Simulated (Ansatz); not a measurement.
`C#CC(C)(C)F`, charge 0, multiplicity 1.

Q: Give a relaxed structure at PBE0-D4/def2-TZVP (Ansatz). (Best estimate.)

A: Ansatz gave: 
Cartesian coordinates in Å:
```
C -0.595 2.234 -0.977
C -0.388 1.093 -0.672
C -0.121 -0.288 -0.269
C 1.370 -0.535 -0.136
C -0.884 -0.641 0.994
F -0.591 -1.129 -1.284
H -0.784 3.244 -1.257
H 1.793 0.108 0.638
H 1.871 -0.320 -1.081
H 1.542 -1.578 0.133
H -0.563 -0.005 1.821
H -0.695 -1.684 1.252
H -1.954 -0.498 0.838
```
Point group Cs.
This is one stationary point; other conformers may exist.
